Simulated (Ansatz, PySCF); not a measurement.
fluoromethane (CH₃F), SMILES FC. Atoms are numbered in the order given.

```xyz
5

C      0.0000     0.0000     0.6225
F      0.0000     0.0000    -0.7668
H      0.8942    -0.5163     0.9744
H      0.0000     1.0325     0.9744
H     -0.8942    -0.5163     0.9744
```
Charge 0, spin multiplicity 1.

Geometry optimised at B3LYP-D3(BJ)/def2-TZVP.

Two levels are set side by side: PBE-D3(BJ)/def2-TZVP (Ansatz, a first-principles code) and B3LYP-D3(BJ)/def2-TZVP (Ansatz). Each level has its own optimised geometry; the coordinates shown are those of the second. Frequencies come from the Hessian of PySCF at each geometry. Differences are taken from unrounded values.

| quantity | B3LYP-D3(BJ) |
|---|---|
| mean bond length (Å) | 1.165 |
| bond C1–F2 (Å) | 1.389 |
| bond C1–H3 (Å) | 1.091 |
| bond C1–H4 (Å) | 1.091 |
| bond C1–H5 (Å) | 1.091 |
| highest harmonic wavenumber (cm⁻¹) | 3111 |
| mean harmonic wavenumber (cm⁻¹) | 1908 |
| zero-point energy (kcal/mol) | 24.55 |

Task: What does PBE-D3(BJ) give, and how far is it from B3LYP-D3(BJ)? (Estimate from the structure and the level; the computed values follow.)

Result: 
```tsv
quantity	PBE-D3(BJ)	PBE-D3(BJ) minus B3LYP-D3(BJ)
mean bond length (Å)	1.174	0.008
bond C1–F2 (Å)	1.395	0.006
bond C1–H3 (Å)	1.100	0.009
bond C1–H4 (Å)	1.100	0.009
bond C1–H5 (Å)	1.100	0.009
highest harmonic wavenumber (cm⁻¹)	3039	-72
mean harmonic wavenumber (cm⁻¹)	1853	-54
zero-point energy (kcal/mol)	23.85	-0.70
```

GGA bonds tend to be longer and softer than those of functionals with exact exchange. Differences between two approximate levels are no errors against the true value.
